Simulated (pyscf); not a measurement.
**Four-centre exchange: boric acid (HO–B(OH)–OH) + hydrogen chloride (HCl) -> boric acid (HO–B(OH)–OH) + hydrogen chloride (HCl)**

Gas phase, singlet surface, charge 0. Bonds broken: O1–H9, H5–Cl8. Bonds formed: O1–H5, Cl8–H9. Single points on ωB97X-D3(BJ)/def2-SVP structures (PySCF, gas phase).

Transition state (Å):

```xyz
9

O     -0.1074     1.3438     0.4517
B     -0.0724    -0.0091    -0.1953
O      0.5742    -0.9912     0.4168
O     -0.7326    -0.0419    -1.3618
H      0.8428     1.5355     0.7635
H      0.9813    -0.6967     1.2800
H     -0.7078    -0.9138    -1.7756
Cl     1.3139     0.8139     2.6522
H     -0.3264     1.1851     1.4332
```

One imaginary mode, 668i cm⁻¹; descent along it reached the two sides named, in the forms told below.

```tsv
bond	change	reactant side (Å)	saddle	product side
O1–H9	breaks	0.964	1.018	1.834
H5–Cl8	breaks	1.304	2.076	3.9
O1–H5	forms	1.832	1.018	0.964
Cl8–H9	forms	3.9	2.077	1.304
```

Electronic energies relative to the separated reactants (kcal/mol):

```tsv
level	barrier	reaction energy	reverse barrier
ωB97X-D3(BJ)/def2-TZVP	25.8	0.0	25.8
PBE/def2-TZVP	21.4	0.0	21.4
r²SCAN/def2-TZVP	22.6	0.0	22.6
B3LYP-D3(BJ)/def2-TZVP	24.0	0.0	24.0
PBE0-D3(BJ)/def2-TZVP	22.8	0.0	22.8
M06-2X/def2-TZVP	25.0	0.0	25.0
ωB97M-D3(BJ)/def2-TZVP	24.9	0.0	24.9
HF/def2-TZVP	38.2	0.0	38.2
```

With ωB97M-D3(BJ)/def2-TZVP energies and thermal terms (ideal gas, 1 atm, RRHO with modes under 100 cm⁻¹ raised to 100, one conformer, R ln 2 for chiral ones without a mode under 150 cm⁻¹), in kcal/mol:

```csv
T (K),ΔH‡,ΔG‡,ΔH,ΔG
298,26.2,35.9,0.0,0.0
600,25.5,46.0,0.0,0.0
900,25.3,56.3,0.0,0.0
1200,25.4,66.6,0.0,0.0
```

On the reactant side the descent ends in a complex, 6.5 kcal/mol under the separated species and 32.4 kcal/mol under the saddle at ωB97X-D3(BJ)/def2-TZVP. On the product side the descent ends in a complex, 6.5 kcal/mol under the separated species and 32.4 kcal/mol under the saddle at ωB97X-D3(BJ)/def2-TZVP. This is the saddle that the search found; another between the same sides may lie lower.
